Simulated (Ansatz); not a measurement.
C2H6OS can be A, `CS(C)=O`, or B, `COCS`.

Computed with Ansatz on PBE0-D4/def2-TZVP structures; ΔE is electronic, products minus reactants. CCSD(T)/CBS adds triple-zeta CCSD(T) − MP2 to the extrapolated MP2 energy (def2 sets, frozen cores). This one scheme is used for every species. Functionals use def2-TZVPP. B3LYP here is the variant with VWN-RPA as its local correlation; programs differ in this. Each species was taken in one conformer, which may not be the lowest.

A:

```xyz
10

C    -0.8874    0.7515   -0.7023
S     0.0137   -0.8046   -0.6528
C     1.0951   -0.3655    0.7159
O    -0.9283   -1.8265   -0.1407
H    -1.6579    0.6435   -1.4655
H    -1.3504    0.9273    0.2703
H    -0.2119    1.5653   -0.9714
H     0.4858   -0.1079    1.5840
H     1.7434    0.4638    0.4279
H     1.6980   -1.2467    0.9346
```

B:

Z-matrix (Å, degrees):
```
C
O 1 1.407
H 1 1.098 2 111.0
H 1 1.095 2 111.3 3 -121.4
H 1 1.089 2 107.1 3 119.0
C 2 1.386 1 114.0 3 59.7
S 6 1.823 2 115.7 1 69.3
H 6 1.089 2 107.0 1 -169.1
H 6 1.098 2 111.8 1 -49.7
H 7 1.342 6 96.0 2 68.6
```

(1) Which is lower in electronic energy at CCSD(T)/CBS, and by how much? (Estimate.)

(2) Give E(B) − E(A) in kcal/mol with MP2/def2-TZVPP, PBE-D4, HF/def2-TZVPP, CCSD/def2-TZVPP, B3LYP, PBE0-D4, CCSD(T)/def2-TZVPP. (An estimate is asked.)

Largest T1 diagnostic: 0.015.

Results:

(1) Computed: B, by 3.0 kcal/mol.

(2) Computed: MP2/def2-TZVPP -3.4, PBE-D4 -0.8, HF/def2-TZVPP -10.6, CCSD/def2-TZVPP -7.9, B3LYP -4.4, PBE0-D4 -3.0, CCSD(T)/def2-TZVPP -6.6. None reverses the order clearly.

From PBE to PBE0 (25 % exact exchange), in def2-TZVPP and without D4, E(B) − E(A) moves by −2.1 kcal/mol. In def2-TZVPP, CCSD(T) changes the Hartree–Fock value by +4.0 kcal/mol (the triples alone add +1.2 kcal/mol) and MP2 by +7.2 kcal/mol.
